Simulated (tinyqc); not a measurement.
Inside a calculation. Method: MP2 on RHF in the sto-6g basis, for H2O, spin multiplicity 1. One step of it, computed by the program tinyqc.

Question. Integrals over molecular orbitals. (pq|rs) = sum C_ip C_jq C_kr C_ls (ij|kl), one index at a time.

coefficients C, order 1O 1s, 1O 2s, 1O 2px, 1O 2py, 1O 2pz, 2H 1s, 3H 1s:
$$\begin{pmatrix}
0.996816 & -0.225499 & 0.000000 & 0.093477 & 0.000000 & -0.103908 & 0.000000 \\
0.014567 & 0.874467 & 0.000000 & -0.513689 & 0.000000 & 0.698578 & 0.000000 \\
0.000000 & 0.000000 & 0.000000 & 0.000000 & 1.000000 & 0.000000 & 0.000000 \\
0.000000 & 0.000000 & 0.626623 & 0.000000 & 0.000000 & 0.000000 & 0.907272 \\
0.002698 & 0.102652 & 0.000000 & 0.727490 & 0.000000 & 0.779717 & 0.000000 \\
-0.002987 & 0.143446 & 0.451320 & 0.326314 & 0.000000 & -0.718899 & -0.767670 \\
-0.002987 & 0.143446 & -0.451320 & 0.326314 & 0.000000 & -0.718899 & 0.767670
\end{pmatrix}$$

core Hamiltonian H = T + V (hartree), order 1O 1s, 1O 2s, 1O 2px, 1O 2py, 1O 2pz, 2H 1s, 3H 1s:
$$\begin{pmatrix}
-32.926712 & -7.277432 & 0.000000 & 0.000000 & -0.018013 & -1.377801 & -1.377801 \\
-7.277432 & -9.146355 & 0.000000 & 0.000000 & -0.206653 & -3.115119 & -3.115119 \\
0.000000 & 0.000000 & -7.391718 & 0.000000 & 0.000000 & 0.000000 & 0.000000 \\
0.000000 & 0.000000 & 0.000000 & -7.498388 & 0.000000 & -1.646796 & 1.646796 \\
-0.018013 & -0.206653 & 0.000000 & 0.000000 & -7.481663 & -1.577187 & -1.577187 \\
-1.377801 & -3.115119 & 0.000000 & -1.646796 & -1.577187 & -4.694947 & -1.376637 \\
-1.377801 & -3.115119 & 0.000000 & 1.646796 & -1.577187 & -1.376637 & -4.694947
\end{pmatrix}$$

Two-electron integrals (ij|kl) in chemists' order, unique and non-zero (hartree):
```
(11|11) 4.787491    (21|11) 0.675884    (21|21) 0.121505    (22|11) 1.117379
(22|21) 0.249212    (22|22) 0.817383    (31|31) 0.025762    (32|31) 0.039145
(32|32) 0.180664    (33|11) 1.117381    (33|21) 0.249212    (33|22) 0.817382
(33|33) 0.880663    (41|41) 0.025762    (42|41) 0.039145    (42|42) 0.180664
(43|43) 0.047461    (44|11) 1.117381    (44|21) 0.249212    (44|22) 0.817382
(44|33) 0.785741    (44|44) 0.880663    (51|51) 0.025762    (52|51) 0.039145
(52|52) 0.180664    (53|53) 0.047461    (54|54) 0.047461    (55|11) 1.117381
(55|21) 0.249212    (55|22) 0.817382    (55|33) 0.785741    (55|44) 0.785741
(55|55) 0.880663    (61|11) 0.135412    (61|21) 0.023337    (61|22) 0.046834
(61|33) 0.046734    (61|41) 0.000842    (61|42) 0.001647    (61|44) 0.046897
(61|51) 0.000773    (61|52) 0.001512    (61|54) 0.000150    (61|55) 0.046871
(61|61) 0.004569    (62|11) 0.335408    (62|21) 0.075884    (62|22) 0.276358
(62|33) 0.271724    (62|41) 0.004483    (62|42) 0.033363    (62|44) 0.279266
(62|51) 0.004116    (62|52) 0.030636    (62|54) 0.006925    (62|55) 0.278083
(62|61) 0.014660    (62|62) 0.117240    (63|31) 0.008348    (63|32) 0.047269
(63|43) 0.006851    (63|53) 0.006291    (63|63) 0.016393    (64|11) 0.180583
(64|21) 0.041429    (64|22) 0.160911    (64|33) 0.153710    (64|41) 0.010479
(64|42) 0.065514    (64|44) 0.171698    (64|51) 0.001956    (64|52) 0.016754
(64|54) 0.010228    (64|55) 0.157325    (64|61) 0.008361    (64|62) 0.082990
(64|64) 0.074475    (65|11) 0.165823    (65|21) 0.038042    (65|22) 0.147759
(65|33) 0.141146    (65|41) 0.001956    (65|42) 0.016754    (65|44) 0.145083
(65|51) 0.010144    (65|52) 0.062654    (65|54) 0.010466    (65|55) 0.157047
(65|61) 0.007678    (65|62) 0.076207    (65|64) 0.053334    (65|65) 0.065368
(66|11) 0.485420    (66|21) 0.111869    (66|22) 0.466595    (66|33) 0.448160
(66|41) 0.008407    (66|42) 0.086054    (66|44) 0.478163    (66|51) 0.007720
(66|52) 0.079020    (66|54) 0.027551    (66|55) 0.473459    (66|61) 0.021823
(66|62) 0.253273    (66|64) 0.204555    (66|65) 0.187835    (66|66) 0.774999
(71|11) 0.135412    (71|21) 0.023337    (71|22) 0.046834    (71|33) 0.046734
(71|41) -0.000842   (71|42) -0.001647   (71|44) 0.046897    (71|51) 0.000773
(71|52) 0.001512    (71|54) -0.000150   (71|55) 0.046871    (71|61) 0.004509
(71|62) 0.014225    (71|64) 0.007397    (71|65) 0.007452    (71|66) 0.020948
(71|71) 0.004569    (72|11) 0.335408    (72|21) 0.075884    (72|22) 0.276358
(72|33) 0.271724    (72|41) -0.004483   (72|42) -0.033363   (72|44) 0.279266
(72|51) 0.004116    (72|52) 0.030636    (72|54) -0.006925   (72|55) 0.278083
(72|61) 0.014225    (72|62) 0.096316    (72|64) 0.046912    (72|65) 0.061000
(72|66) 0.171656    (72|71) 0.014660    (72|72) 0.117240    (73|31) 0.008348
(73|32) 0.047269    (73|43) -0.006851   (73|53) 0.006291    (73|63) 0.013085
(73|73) 0.016393    (74|11) -0.180583   (74|21) -0.041429   (74|22) -0.160911
(74|33) -0.153710   (74|41) 0.010479    (74|42) 0.065514    (74|44) -0.171698
(74|51) -0.001956   (74|52) -0.016754   (74|54) 0.010228    (74|55) -0.157325
(74|61) -0.007397   (74|62) -0.046912   (74|64) -0.010232   (74|65) -0.029058
(74|66) -0.074296   (74|71) -0.008361   (74|72) -0.082990   (74|74) 0.074475
(75|11) 0.165823    (75|21) 0.038042    (75|22) 0.147759    (75|33) 0.141146
(75|41) -0.001956   (75|42) -0.016754   (75|44) 0.145083    (75|51) 0.010144
(75|52) 0.062654    (75|54) -0.010466   (75|55) 0.157047    (75|61) 0.007452
(75|62) 0.061000    (75|64) 0.029058    (75|65) 0.051090    (75|66) 0.119101
(75|71) 0.007678    (75|72) 0.076207    (75|74) -0.053334   (75|75) 0.065368
(76|11) 0.135182    (76|21) 0.030941    (76|22) 0.123111    (76|33) 0.120002
(76|44) 0.122025    (76|51) 0.002571    (76|52) 0.023097    (76|55) 0.127304
(76|61) 0.005930    (76|62) 0.053276    (76|64) 0.032517    (76|65) 0.038931
(76|66) 0.122620    (76|71) 0.005930    (76|72) 0.053276    (76|74) -0.032517
(76|75) 0.038931    (76|76) 0.030429    (77|11) 0.485420    (77|21) 0.111869
(77|22) 0.466595    (77|33) 0.448160    (77|41) -0.008407   (77|42) -0.086054
(77|44) 0.478163    (77|51) 0.007720    (77|52) 0.079020    (77|54) -0.027551
(77|55) 0.473459    (77|61) 0.020948    (77|62) 0.171656    (77|64) 0.074296
(77|65) 0.119101    (77|66) 0.332564    (77|71) 0.021823    (77|72) 0.253273
(77|74) -0.204555   (77|75) 0.187835    (77|76) 0.122620    (77|77) 0.774999
```

Give: one-electron integrals over orbitals h = C^T H C; Two-electron integrals over orbitals.

Answer.

one-electron integrals over orbitals h = C^T H C (hartree):
$$\begin{pmatrix}
-32.914 & 0.573 & 0.000 & -0.232 & 0.000 & 0.268 & 0.000 \\
0.573 & -7.641 & 0.000 & 0.532 & 0.000 & -1.283 & 0.000 \\
0.000 & 0.000 & -6.159 & 0.000 & 0.000 & 0.000 & -1.728 \\
-0.232 & 0.532 & 0.000 & -6.680 & 0.000 & -1.274 & 0.000 \\
0.000 & 0.000 & 0.000 & 0.000 & -7.392 & 0.000 & 0.000 \\
0.268 & -1.283 & 0.000 & -1.274 & 0.000 & -5.427 & 0.000 \\
0.000 & 0.000 & -1.728 & 0.000 & 0.000 & 0.000 & -5.495
\end{pmatrix}$$

Two-electron integrals over orbitals (pq|rs), unique and non-zero (hartree):
```
(11|11) 4.763       (21|11) -0.435      (21|21) 0.064       (22|11) 1.029
(22|21) -0.015      (22|22) 0.728       (31|31) 0.012       (32|31) 0.017
(32|32) 0.134       (33|11) 0.786       (33|21) -4.47e-03   (33|22) 0.631
(33|33) 0.611       (41|11) 0.185       (41|21) -0.025      (41|22) 0.014
(41|33) 0.006       (41|41) 0.027       (42|11) -0.156      (42|21) 0.009
(42|22) -0.017      (42|33) 2.87e-03    (42|41) 0.017       (42|42) 0.129
(43|31) -3.34e-03   (43|32) 0.023       (43|43) 0.055       (44|11) 0.944
(44|21) -0.012      (44|22) 0.662       (44|33) 0.578       (44|41) -0.009
(44|42) -0.095      (44|44) 0.714       (51|51) 0.027       (52|51) 0.033
(52|52) 0.149       (53|53) 0.028       (54|51) -0.013      (54|52) -0.047
(54|54) 0.051       (55|11) 1.117       (55|21) -0.011      (55|22) 0.754
(55|33) 0.616       (55|41) 4.59e-03    (55|42) -0.081      (55|44) 0.696
(55|55) 0.881       (61|11) -0.213      (61|21) 0.034       (61|22) -1.30e-03
(61|33) 9.31e-04    (61|41) 1.12e-03    (61|42) 0.022       (61|44) -0.017
(61|55) -0.005      (61|61) 0.030       (62|11) 0.286       (62|21) -0.007
(62|22) 0.138       (62|33) 0.074       (62|41) 0.019       (62|42) 0.028
(62|44) 0.066       (62|55) 0.147       (62|61) 0.010       (62|62) 0.099
(63|31) 3.24e-03    (63|32) -0.031      (63|43) -0.033      (63|63) 0.067
(64|11) 0.260       (64|21) -2.86e-03   (64|22) 0.118       (64|33) 0.050
(64|41) -1.16e-04   (64|42) -0.054      (64|44) 0.131       (64|55) 0.144
(64|61) -2.34e-03   (64|62) 0.058       (64|64) 0.095       (65|51) 0.013
(65|52) 0.052       (65|54) 4.05e-03    (65|65) 0.036       (66|11) 0.814
(66|21) -0.008      (66|22) 0.611       (66|33) 0.563       (66|41) 0.019
(66|42) 0.048       (66|44) 0.555       (66|55) 0.591       (66|61) 0.009
(66|62) 0.100       (66|64) 0.052       (66|66) 0.599       (71|31) 0.015
(71|32) 0.022       (71|43) -4.47e-03   (71|63) 3.79e-03    (71|71) 0.019
(72|31) 0.015       (72|32) 0.049       (72|43) -0.034      (72|63) 0.032
(72|71) 0.018       (72|72) 0.065       (73|11) 0.367       (73|21) -0.007
(73|22) 0.153       (73|33) 0.090       (73|41) -6.26e-04   (73|42) -0.083
(73|44) 0.140       (73|55) 0.197       (73|61) -0.006      (73|62) 0.070
(73|64) 0.100       (73|66) 0.044       (73|73) 0.161       (74|31) -0.009
(74|32) -0.076      (74|43) -0.011      (74|63) 0.050       (74|71) -0.012
(74|72) -0.015      (74|74) 0.073       (75|53) 0.024       (75|75) 0.024
(76|31) 0.008       (76|32) 0.086       (76|43) 0.058       (76|63) -0.060
(76|71) 0.010       (76|72) -0.009      (76|74) -0.062      (76|76) 0.111
(77|11) 0.829       (77|21) -0.008      (77|22) 0.609       (77|33) 0.591
(77|41) 3.93e-03    (77|42) -0.013      (77|44) 0.580       (77|55) 0.605
(77|61) -3.23e-03   (77|62) 0.062       (77|64) 0.044       (77|66) 0.560
(77|73) 0.084       (77|77) 0.598
```
